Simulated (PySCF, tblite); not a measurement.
**formamide and phosphine**

A gas-phase complex of formamide and phosphine; neutral, singlet. The structure comes from a short search (6 tight-binding starts) and was relaxed by PBE0-D3(BJ)/def2-SVPD; another way of binding may lie lower. No frequency run checks that it is a minimum.

```json
{"part": "1", "name": "formamide", "SMILES": "NC=O", "atoms": "1–6", "charge": "0", "multiplicity": "1"}
{"part": "2", "name": "phosphine", "SMILES": "P", "atoms": "7–10", "charge": "0", "multiplicity": "1"}
```

Coordinates in Å:
```
N1      0.918    0.155   -0.091
C2     -0.333   -0.126   -0.507
O3     -0.887   -1.196   -0.360
H4      1.450   -0.570    0.383
H5      1.329    1.063   -0.239
H6     -0.828    0.734   -1.012
P7      1.158   -3.090    1.153
H8      1.699   -4.252    1.786
H9     -0.082   -3.142    1.849
H10     0.680   -3.788    0.009
```

Contacts between parts, classed by geometry: H4···P7 2.651 Å (hydrogen bond, 139°).

Interaction energies are complex less parts, with the parts frozen as they stand in it; counterpoise-corrected, in kcal/mol (PySCF).

Task: How strongly do the parts interact, level by level?

Result: 
```
                  level  interaction  superposition error removed
wB97M-D3(BJ)/def2-TZVPD        -3.72                        -0.10
 PBE0-D3(BJ)/def2-TZVPD        -4.24                        -0.08
```

Task: What holds them together? Decompose the wB97M-D3(BJ)/def2-TZVPD energy: frozen parts, their antisymmetrised product, then relaxation.

Result: electrostatic -6.6, Pauli repulsion +7.3, orbital relaxation -3.0, dispersion correction -1.5 kcal/mol, which sum to the value before the counterpoise correction; the Pauli term holds the exchange-correlation of the frozen density too. Of the attraction, 60 % is electrostatic, 27 % is orbital relaxation, 14 % is dispersion correction.

The parts were also relaxed and run alone, at the levels used for the complex: shieldings by PBE0/pcSseg-2; core levels by delta-SCF with SCAN, pcX-2 on the ionised atom and pcseg-1 elsewhere, spin-free X2C (2p3/2 is the spin-free 2p value less a third of a first-order spin-orbit splitting).

Task: What does binding change?

Result: 
```
                property   alone  in the complex  change
          N1–H4 bond (Å)   1.011           1.016  +0.006
   shielding of H4 (ppm)   26.63           24.54   -2.09
   shielding of P7 (ppm)   575.9           557.3   -18.5
   shielding of N1 (ppm)   146.5           138.4    -8.1
   N1 1s core level (eV)  406.55          406.10   -0.45
   C2 1s core level (eV)  294.33          294.12   -0.21
P7 2p3/2 core level (eV)  137.09          136.72   -0.37
```
